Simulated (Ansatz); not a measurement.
**[Br···H···S], triplet: the ladder up to UCCSDT(Q)**

Geometry: a point of a hydrogen-transfer path between rigid fragments, not a stationary point.

```xyz
3

Br    0.0000    0.0000   -1.8650
H     0.0000    0.0000    0.1280
S     0.0000    0.0000    1.7370
```

Basis cc-pVDZ; Ansatz 0.2.0. Only valence electrons are correlated (noble-gas cores and the filled d shells of p-block atoms frozen), which leaves 14 electrons in 31 orbitals. Prefix R: restricted or restricted open-shell reference; prefix U: unrestricted. Active spaces: valence = (14e, 9o) chosen from the atoms' valence shells. No spin–orbit coupling is included, and no scalar relativity.

Full CI isn't at hand for all of this; UCCSDT(Q) serves as the reference, and is uncertain by about the last step of the cluster series. The frozen core follows each run's orbitals, which can shift R against U totals by a few meV for light atoms and by up to 0.1 eV past Ca.

The UHF ⟨S²⟩ is 2.082. The T1 diagnostic (RCCSD) is 0.0285. The largest doubles amplitude (RCCSD) is 0.094 and the T1 diagnostic (UCCSD) is 0.0168.

Task: From what is known of these methods and the diagnostics, rank them by the size of their error in total energy against UCCSDT(Q) in cc-pVDZ, smallest first (an estimate: the text doesn't fix the numbers).
A. UMP2
B. UCCSD(T)
C. UCCSDT
D. UHF
E. UCCSD

Result: C (1.1 kJ/mol), B (3.5 kJ/mol), E (15.8 kJ/mol), A (114.1 kJ/mol), D (674.6 kJ/mol).

All errors are against UCCSDT(Q) in cc-pVDZ. Within each family the higher level lies nearer, as is usual though not guaranteed.

Natural occupations of CASSCF (valence space) about the gap: 1.999 1.997 1.939 1.002 1.000 0.064; effectively unpaired electrons, Σ n²(2−n)², 2.03.
